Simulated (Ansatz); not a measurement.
## What a trial cell of CsSc relaxes into

These are results of DFT PBE, scalar-relativistic, plane waves, PAW (Ansatz 0.2.0), not measurements. Cutoff 420 eV, Γ-centred k mesh, Gaussian smearing, no spin polarisation in the final step.

CsSc was placed on the AuCd (B19) structure type (Pmma, No. 51), with Cs in place of Cd, Sc in place of Au, at a guessed volume.

```
CELL_PARAMETERS angstrom
5.77267 0.00000 0.00000
0.00000 3.82015 0.00000
0.00000 0.00000 5.89394
ATOMIC_POSITIONS crystal
Cs 0.75000 0.00000 0.68700
Cs 0.25000 0.00000 0.31300
Sc 0.75000 0.50000 0.18800
Sc 0.25000 0.50000 0.81200
```

Steps on the 4×4×4 mesh (4 atoms). 12 of 24 steps are shown, and the free energy counts from the last. Trial steps that were taken back and renewals of the plane-wave basis can be among the rows.

| step | ΔF (meV/atom) | V (Å³/atom) | P (GPa) | largest force component (eV/Å) |
| --- | --- | --- | --- | --- |
| 1 | 482.8 | 32.49 | 4.79 | 0.354 |
| 3 | 286.0 | 38.69 | 1.91 | 0.279 |
| 5 | 166.7 | 42.68 | 0.42 | 0.130 |
| 7 | 124.4 | 42.97 | -0.15 | 0.021 |
| 9 | 102.2 | 42.43 | 0.59 | 0.021 |
| 11 | 80.3 | 45.34 | 0.00 | 0.105 |
| 14 | 39.3 | 47.67 | 0.34 | 0.026 |
| 16 | 26.3 | 49.75 | 0.09 | 0.038 |
| 18 | 25.6 | 50.22 | -0.02 | 0.012 |
| 20 | 11.7 | 50.98 | 0.23 | 0.011 |
| 22 | 3.1 | 53.34 | 0.13 | 0.006 |
| 24 | 0.0 | 54.68 | 0.09 | 0.009 |

Steps on the 4×6×2 mesh (4 atoms). 4 of 4 steps are shown, and the free energy counts from the last.

```tsv
step	ΔF (meV/atom)	V (Å³/atom)	P (GPa)	largest force component (eV/Å)
1	2.9	54.68	0.15	0.074
2	1.5	55.17	0.11	0.027
3	0.1	56.37	0.01	0.039
4	0.0	56.37	0.01	0.039
```

A final relaxation ran on a 8×12×4 mesh. The relaxed crystal, Pmma (No. 51):

```
Cs Sc
1.0
     5.56240    0.00000    0.00000
     0.00000    3.62777    0.00000
     0.00000    0.00000   11.23933
Cs Sc
2 2
Direct
  0.75000 0.00000 0.70263
  0.25000 0.00000 0.29737
  0.75000 0.50000 0.03698
  0.25000 0.50000 0.96302
```

| Item | Value |
| --- | --- |
| Volume per atom | 56.70 Å³ |
| Density | 2.60 g/cm³ |
| Energy over the elements | 0.80 eV/atom |
| Gap on the 8×12×4 mesh | 0 eV (a metal) |

The zero of energy is the elements' standard structures at the same level; no fitted shifts are applied.

The final run used a 8×12×4 mesh on its 4-atom cell and 0.10 eV smearing. For metals, differences of a few meV/atom aren't resolved.

A structure relaxed within its symmetry needn't be a true minimum.

Cost: 4 runs of about 6.2 core-minutes in all, on Arm Neoverse V1 (shared hosts).